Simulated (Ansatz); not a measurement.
BClH2S (`SBCl`). The species carries charge 0 and has multiplicity 1. All single points use the PBE0-D4/def2-TZVP geometry. It is one conformer, not always the lowest.

```xyz
5

S     0.959    0.489   -0.802
B    -0.314    0.034    0.355
Cl   -0.859    1.225    1.509
H     1.014   -0.699   -1.426
H    -0.800   -1.050    0.364
```

Question: What is the dipole moment at r2SCAN/def2-TZVPP? (An estimate is asked.)

Answer: Computed: 1.54 D, with components (0.36, -1.16, -0.94) D in this frame, pointing from negative to positive charge.

Question: And with PBE, B3LYP, ωB97M-V? (Best estimate.)

Answer: The calculation gave: PBE 1.45 D, B3LYP 1.52 D, ωB97M-V 1.52 D.

Question: Give the Mulliken charges with r2SCAN, ωB97M-V, B3LYP in def2-TZVPP. (Best estimate.)

Answer: The calculation gave: 
| atom | r2SCAN | ωB97M-V | B3LYP |
| --- | --- | --- | --- |
| S1 | -0.09 | -0.09 | -0.11 |
| B2 | 0.11 | 0.00 | 0.09 |
| Cl3 | -0.14 | -0.11 | -0.14 |
| H4 | 0.11 | 0.12 | 0.11 |
| H5 | 0.02 | 0.08 | 0.04 |

B3LYP here is the variant with VWN-RPA as its local correlation; programs differ in this.
